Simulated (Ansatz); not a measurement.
GeH⁻, singlet: the ladder up to full CI

Geometry: a PBE0/def2-TZVPD stationary point for this spin. The triplet lies 0.7 eV lower here.

```yaml
atoms:
  - { symbol: Ge, position_ang: [0.0000, 0.0000, 0.0000] }
  - { symbol: H, position_ang: [0.0000, 0.0000, 1.6332] }
```

Basis aug-cc-pVDZ; Ansatz 0.2.0. Correlated methods freeze the noble-gas cores and the filled d shells of p-block atoms, which leaves 6 electrons in 31 orbitals. Prefix R: restricted or restricted open-shell reference; prefix U: unrestricted. Active spaces: valence = (6e, 5o) chosen from the atoms' valence shells. No spin–orbit coupling is included, and no scalar relativity.

Full CI is exact within this basis and frozen core; it isn't the basis-set limit. The frozen core follows each run's orbitals, which can shift R against U totals by a few meV for light atoms and by up to 0.1 eV past Ca.

The determinant fills πx and πy unequally, so it is a mixture of Σ and Δ, which weighs on every level built on one determinant.

- UHF ⟨S²⟩: 1.028
- T1 diagnostic (RCCSD): 0.0124
- largest doubles amplitude (RCCSD): 0.156

| level | E − E(full CI) (kJ/mol) | share of correlation (%) | wall time |
| --- | --- | --- | --- |
| RHF | 328.3 | 0.00 | – |
| RMP2 | 94.6 | 71.19 | – |
| CISD | 45.4 | 86.19 | 0.9 s |
| RCCSD | 27.4 | 91.67 | – |
| RCCSD(T) | 15.0 | 95.42 | 1.5 s |
| BCCD(T) | 15.1 | 95.40 | 1.1 s |
| RCCSDT* | 2.8 | 99.15 | – |
| RCCSDT(Q)* | -0.7 | 100.22 | 1.9 s |
| RCCSDTQ* | 0.1 | 99.98 | 15 s |

An asterisk marks runs whose energy the program itself flagged as in doubt.

The correlation energy at full CI, counted from RHF, is -3.403 eV. That run took 29 s on 1 thread of Intel Xeon 6975P-C, shared host over 5,065,957 determinants.

Run but not shown, since their state, orbitals or frozen core can't be matched to the reference's or they repeat it: UHF, UMP2, UCCSD, UCCSD(T), UCCSDT, UCCSDT(Q), CASSCF (valence space), NEVPT2 (valence space), MRCISD (valence space), MRCISD+Q (valence space).

Times hold each run's SCF and search for its determinant on a shared host, so for small cases they say little of a method's own cost; they ran on 1 thread of Intel Xeon 6975P-C. Some runs computed forces too.

More than 5 meV below full CI, which no variational method can be: RCCSDT(Q).

Unrestricted levels hold only the spin's projection, and here they fall towards a lower state of higher spin.

The full-CI state has the irrep A1 of C2v, in the program's axes (one component, if the state is degenerate).

Natural occupations of full CI about the gap: 1.950 1.915 0.983 0.956 0.042 0.024 0.023 0.019 0.014 0.014; effectively unpaired electrons, Σ n²(2−n)², 2.05. No single determinant describes this state well, so single-reference rows can miss without a flag.
